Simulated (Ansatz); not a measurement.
# B2H (doublet): wave-function methods side by side at distance B1–H3 = 2.590 Å, 6-31G

How much of the correlation energy of B2H (doublet) does each wave-function method recover here?

Computed with Ansatz 0.2.0, Gaussian basis. Level: 6-31G, core rule «outside noble gas», up to 2 orbitals frozen.

Plan: UHF; CCSD(T) on ROHF; CCSD(T) on UHF; BCCD(T) on ROHF; CISD; CCSDT(Q) on ROHF; CCSDT(Q) on UHF; CISDTQ; CCSDTQ on ROHF; CCSDTQ on UHF; CASSCF and MRCISD+Q, 3 electrons in 3 orbitals; CASSCF and NEVPT2, 3 electrons in 3 orbitals; CASSCF and MRCISD+Q, 7 electrons in 9 orbitals; CASSCF and NEVPT2, 7 electrons in 9 orbitals; Full CI; Full CI in the symmetry of the determinant.

22 further runs of the same task are left out: 1 for a known fault of the program, 14 that didn't finish, 7 set aside as unsound or not needed.

## 1. The system

The geometry derives from a PBE0/def2-TZVP stationary point (not a proven minimum). One bond is set to the value named and the two fragments are kept rigid.

3 atoms, charge 0, spin multiplicity 2.

Atoms are counted from 1 here; the program's logs count them from 0.

Bond lengths: B1–B2 1.523 Å.

## 2. UHF

The input, in.yaml:

```yaml
crystal:
  periodic: [false, false, false]
  atoms:
    - {symbol: B, position_ang: [0.000000, 0.000000, -0.355763]}
    - {symbol: B, position_ang: [0.000000, 0.000000, -1.878475]}
    - {symbol: H, position_ang: [0.000000, 0.000000, 2.234237]}
basis:
  gaussian: {orbitals: 6-31G}
magnetization: {spin_polarized: true, initial_magnetization: 1}
hamiltonian: {xc: hf}
output: {orbitals: {seedname: orbitals}}
```

Run with:

```
ansatz run in.yaml --threads 1 --pin off --events-out ev --progress --plain --max-ram 2393MiB
```

Further steps of the session: CCSD(T) on ROHF; CCSD(T) on UHF; BCCD(T) on ROHF; CISD; CCSDT(Q) on ROHF; CCSDT(Q) on UHF; CISDTQ; CCSDTQ on ROHF; CCSDTQ on UHF; CASSCF and MRCISD+Q, 3 electrons in 3 orbitals; CASSCF and NEVPT2, 3 electrons in 3 orbitals; CASSCF and MRCISD+Q, 7 electrons in 9 orbitals; CASSCF and NEVPT2, 7 electrons in 9 orbitals; Full CI; Full CI in the symmetry of the determinant.

Q: Predict the results of all the runs planned. Wanted: FCI below the RHF energy; NEVPT2 valence from FCI; MRCISD+Q valence from FCI; T1 diagnostic; effectively unpaired electrons.

As calculated:

```
                         quantity                             value
         FCI below the RHF energy                        -5.6720 eV
          NEVPT2 valence from FCI                        +194.7 meV
        MRCISD+Q valence from FCI                          +3.3 meV
levels within 1 kcal/mol (43 meV)  MRCISD valence, MRCISD+Q valence
                    T1 diagnostic                             0.103
   effectively unpaired electrons                              3.71
```

**Reading.** With 3.7 effectively unpaired electrons against 1 the state is strongly multireference. Of the multireference levels listed MRCISD+Q valence comes nearest in total energy (+3.3 meV), which doesn't show that its space is the better one. The lowest state has another symmetry than the determinant, whose own symmetry lies 0.62 eV higher, so single-reference misses include that gap. Coupled cluster took another determinant than the lowest Hartree-Fock one. These misses are within one basis, not against nature.
